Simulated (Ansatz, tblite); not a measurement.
Removing and adding an electron: the cluster Mg₂H₄. The state is a singlet with charge 0. Geometry: r2SCAN-D4/def2-TZVP. Ansatz, gas phase; energy differences of separate SCF runs; the oxidised species was run as a doublet alone; the reduced species was run as a doublet alone.

Cartesian coordinates in Å:
```
Mg 0.930 -1.030 -0.120
Mg -0.932 1.028 0.119
H -2.063 2.287 0.268
H -0.304 -0.409 1.152
H 2.071 -2.281 -0.263
H 0.298 0.405 -1.157
```

The xTB rows come from tblite. Correlated methods freeze 2 core orbitals; core or outer-core shells of Mg are correlated, in sets that lack core-valence functions. In CCSD on the charge 1 doublet the largest single amplitude is 0.30, so its Hartree–Fock determinant may place the open shell otherwise than the density functionals do. HOMO above LUMO, or a gap near zero within one spin, warns that the state may not be the lowest or that an electron is smeared out. The structure comes from a short search, and lower isomers may exist.

| level | −HOMO (eV) | vertical IE (eV) | −LUMO (eV) | vertical EA (eV) | HOMO–LUMO gap (eV) | IE − EA (eV) | remarks |
| --- | --- | --- | --- | --- | --- | --- | --- |
| GFN2-xTB | 10.13 | 12.90 | 5.83 | 3.58 | 4.30 | 9.32 | – |
| HF/def2-TZVPD | – | – | – | -0.10 | – | – | – |
| PBE-D4/def2-TZVP | 6.25 | 9.00 | 2.27 | – | 3.98 | – | gap within one spin near zero (+1 doublet) |
| PBE0-D4/def2-TZVP | 7.41 | 9.36 | 1.63 | – | 5.78 | – | – |
| MP2/def2-TZVPD | – | – | – | 0.22 | – | – | – |
| CCSD/def2-TZVPP | – | 9.99 | – | – | – | – | large T1 (0.047) (+1 doublet) |
| CCSD(T)/def2-TZVPP | – | 9.95 | – | – | – | – | large T1 (0.047) (+1 doublet) |

(1) Estimate the rows for GFN1-xTB, PBE-D4/def2-TZVPD, r2SCAN-D4/def2-TZVP, r2SCAN-D4/def2-TZVPD, PBE0-D4/def2-TZVPD, CCSD/def2-TZVPD, CCSD(T)/def2-TZVPD.

## Answers

(1) 
```csv
level,−HOMO (eV),vertical IE (eV),−LUMO (eV),vertical EA (eV),HOMO–LUMO gap (eV),IE − EA (eV),remarks
GFN1-xTB,11.74,14.73,6.20,3.13,5.54,11.60,–
PBE-D4/def2-TZVPD,6.24,–,2.30,0.64,3.94,–,HOMO above zero (-1 doublet)
r2SCAN-D4/def2-TZVP,6.49,9.08,1.91,–,4.58,–,–
r2SCAN-D4/def2-TZVPD,6.48,–,1.94,0.58,4.54,–,HOMO above zero (-1 doublet)
PBE0-D4/def2-TZVPD,7.40,–,1.67,0.57,5.73,–,HOMO above zero (-1 doublet)
CCSD/def2-TZVPD,–,–,–,0.29,–,–,–
CCSD(T)/def2-TZVPD,–,–,–,0.33,–,–,–
```

Run but left out: HF/def2-TZVPP, MP2/def2-TZVPP (charge +1 doublet: a determinant that CCSD turns far, T1 0.047).   A HOMO above zero means that the electron is unbound at that level or that self-interaction error raises the level; the energy of removing that electron tells which. Raw xTB energy differences between charge states are shifted by several eV; the methods need an empirical correction for them. A negative affinity means that the extra electron isn't bound; its size then hangs on the basis.
